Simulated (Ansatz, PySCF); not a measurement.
Species: methylamine, CH$_{5}$N, net charge 0, singlet state. SMILES: NC
Geometry: optimised at B3LYP-D3(BJ)/def2-TZVP (Ansatz, a quantum-chemistry and plane-wave program).

Property: vertical triplet-singlet gap (E(triplet) - E(singlet); each state is the SCF solution reached for its spin), in kJ/mol. Correlated levels leave the core frozen unless marked. Open shells are spin-unrestricted. No spin-orbit coupling. No relativistic terms. Basis-set limits of correlation are two-point, X^-3; Hartree-Fock from the larger set. The bracket is a focal-point correction in the basis named.

| level | program | vertical triplet-singlet gap (kJ/mol) |
|---|---|---|
| M06-2X/def2-TZVPD | PySCF | [?] |
| RI-MP2/CBS(def2-TZVPPD,def2-QZVPPD)+[CCSD(T)-MP2]/def2-TZVPPD | Ansatz | [?] |

Q: Complete the blanks.

A: 
- M06-2X/def2-TZVPD, vertical triplet-singlet gap (kJ/mol): 577.8
- RI-MP2/CBS(def2-TZVPPD,def2-QZVPPD)+[CCSD(T)-MP2]/def2-TZVPPD, vertical triplet-singlet gap (kJ/mol): 573.8
